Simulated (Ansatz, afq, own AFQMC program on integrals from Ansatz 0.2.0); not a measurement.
**CHN, singlet: AFQMC among the cluster methods**

| atom | x (Å) | y (Å) | z (Å) |
| --- | --- | --- | --- |
| N | 0.0000 | 0.0000 | 0.0907 |
| C | 0.0000 | 0.0000 | -1.1783 |
| H | 0.0000 | 0.0000 | 1.0877 |

Connectivity, by distances: NH–C.

Basis cc-pVDZ. Noble-gas cores (and the filled d shells of Ga–Kr and In–Xe) are frozen. Integrals, coupled cluster, full CI and functionals: Ansatz 0.2.0; the random walks run on the same integrals in our own AFQMC program. ph-AFQMC/CISD is guided by a CISD state made of CCSD amplitudes; releasing the constraint for a short imaginary time cuts its bias at the price of noise, slowly where states lie close. Uncertainties: one standard error, sampling alone.

Determinant: RHF, the one that the program's search chose, which needn't be the lowest solution. The geometry is a point of a scan.

No full CI on the walks' own integrals is used here; CCSDT(Q) serves as the reference and is uncertain by about the last step of the cluster series.

Cautions: higher spins were not checked; raised T1 diagnostic (T1 0.022, weight of the determinant 0.88, largest double 0.10).

```
T1 diagnostic                               : 0.0223
weight of the determinant in the CISD state : 0.878
size of the correlated space                : 10 electrons in 31 orbitals
```

| level | correlation energy (eV) |
| --- | --- |
| MP2 | -7.8232 |
| CCSD | -8.1245 |
| CCSD(T) | -8.5114 |

(1) Estimate where AFQMC with the constraint released lies against CCSD(T) on the same integrals.

(1) 7.0 ± 3.0 kJ/mol below CCSD(T).

Reference: CCSDT(Q), correlation energy -8.561 eV. The released energy is read at 2.40 1/Eh (meV from the phaseless value at times in 1/Eh: -3 ± 35 at 0.24, -14 ± 24 at 0.51, -20 ± 16 at 0.99, -44 ± 23 at 1.62, -25 ± 31 at 2.40).

```csv
level,E − E(reference) (kJ/mol),share of correlation (%)
CCSD(T),4.8,99.42
CCSDT,3.4,99.59
ph-AFQMC/CISD,0.2 ± 2.0,99.97
released AFQMC,-2.2 ± 3.0,100.26
```

A walk keeps the symmetry of its determinant, which the program's search chose and which needn't be the lowest solution, so a lower state of the same spin and another symmetry isn't excluded. Released energies are given only where the last usable release times agree within the noise; a slower fall can still hide under it.
